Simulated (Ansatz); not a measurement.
# Predicting a hybrid from its neighbours: C4H5N (3-butenenitrile)

C4H5N: 10 atoms, total charge 0, spin state singlet. As SMILES, `C=CCC#N`. The shape is that of a PBE0-D4/def2-TZVP optimisation. This is one conformer, not always the lowest.

The HOMO–LUMO gap y, in eV, basis def2-SVP; a is the functional's share of exact exchange. Programs: Ansatz 0.2.0.

| functional | program | a | y (eV) |
| --- | --- | --- | --- |
| r2SCAN | Ansatz | 0 | 6.27 |
| PBE | Ansatz | 0 | 5.82 |
| B3LYP | Ansatz | 0.2 | ? |
| r2SCAN0 | Ansatz | 0.25 | 8.36 |
| PBE0 | Ansatz | 0.25 | 8.08 |
| BHLYP | Ansatz | 0.5 | 10.30 |

**Question.** Fit y = c + s·a to the known rows and predict B3LYP.

**Answer.** 
1. Means of the 5 rows: a = 0.2000, y = 7.766.
2. Σ(Δa)² = 0.175, Σ(Δa·Δy) = 1.494, so the slope is 1.494/0.175 = 8.5371.
3. Intercept: 7.766 − (8.5371) × 0.2000 = 6.059. The largest residual of the fit is 0.24.
4. B3LYP: 6.059 + (8.5371) × 0.2 = 7.77 eV.

The run gave 7.61 eV, so the prediction is off by +0.16 eV, within the scatter of the fit. Exact exchange lowers occupied levels and raises empty ones. The rows mix families of semi-local functionals, which the line can't see.
